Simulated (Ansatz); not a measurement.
Relaxation of AlH5O2 (8 atoms, charge 0, multiplicity 1), to a largest force component of 0.03 eV/Å in at most 50 steps.

Method: RKS PBE-D4/def2-SVP (Ansatz 0.2.0).

```xyz
8
Properties=species:S:1:pos:R:3
Al 0.025 0.442 -0.426
O 0.001 0.147 2.521
H -0.952 -0.058 2.591
H 1.272 -0.283 -1.111
O -1.592 -0.124 -0.611
H -1.828 -0.956 -1.050
H 0.091 1.796 0.374
H -0.019 1.037 2.076
```

Q: Where does it end, and by what steps?

A: It converged. After 12 steps the energy has fallen by 0.755 eV; H3 moved furthest, 0.99 Å. Joined: Al1–O2 (2.96 → 2.03 Å).

```json
{"step": "0", "energy less start (eV)": "0.0000", "largest force component (eV/Å)": "0.753", "accepted": "yes"}
{"step": "1", "energy less start (eV)": "-0.1320", "largest force component (eV/Å)": "1.474", "accepted": "yes"}
{"step": "2", "energy less start (eV)": "-0.3325", "largest force component (eV/Å)": "1.669", "accepted": "yes"}
{"step": "3", "energy less start (eV)": "-0.5247", "largest force component (eV/Å)": "0.568", "accepted": "yes"}
{"step": "4", "energy less start (eV)": "-0.5975", "largest force component (eV/Å)": "0.643", "accepted": "yes"}
{"step": "5", "energy less start (eV)": "-0.6445", "largest force component (eV/Å)": "0.532", "accepted": "yes"}
{"step": "6", "energy less start (eV)": "-0.6786", "largest force component (eV/Å)": "0.805", "accepted": "yes"}
{"step": "7", "energy less start (eV)": "-0.7261", "largest force component (eV/Å)": "0.396", "accepted": "yes"}
{"step": "8", "energy less start (eV)": "-0.7465", "largest force component (eV/Å)": "0.159", "accepted": "yes"}
{"step": "9", "energy less start (eV)": "-0.7504", "largest force component (eV/Å)": "0.269", "accepted": "yes"}
{"step": "10", "energy less start (eV)": "-0.7535", "largest force component (eV/Å)": "0.107", "accepted": "yes"}
{"step": "11", "energy less start (eV)": "-0.7546", "largest force component (eV/Å)": "0.072", "accepted": "yes"}
{"step": "12", "energy less start (eV)": "-0.7551", "largest force component (eV/Å)": "0.019", "accepted": "yes"}
```

```xyz
8
Properties=species:S:1:pos:R:3
Al 0.106 0.535 -0.093
O -0.027 0.102 1.886
H -0.940 -0.246 1.619
H 1.253 -0.365 -0.755
O -1.540 -0.166 -0.049
H -1.830 -0.885 -0.632
H 0.156 2.138 -0.060
H -0.181 0.886 2.449
```

Whether the end is a true minimum wasn't checked by a vibrational analysis.

The run took 8.3 s on 1 thread of AMD EPYC 9R45 96-Core Processor (Zen 5), with other jobs on the host, peak memory 0.14 GiB.
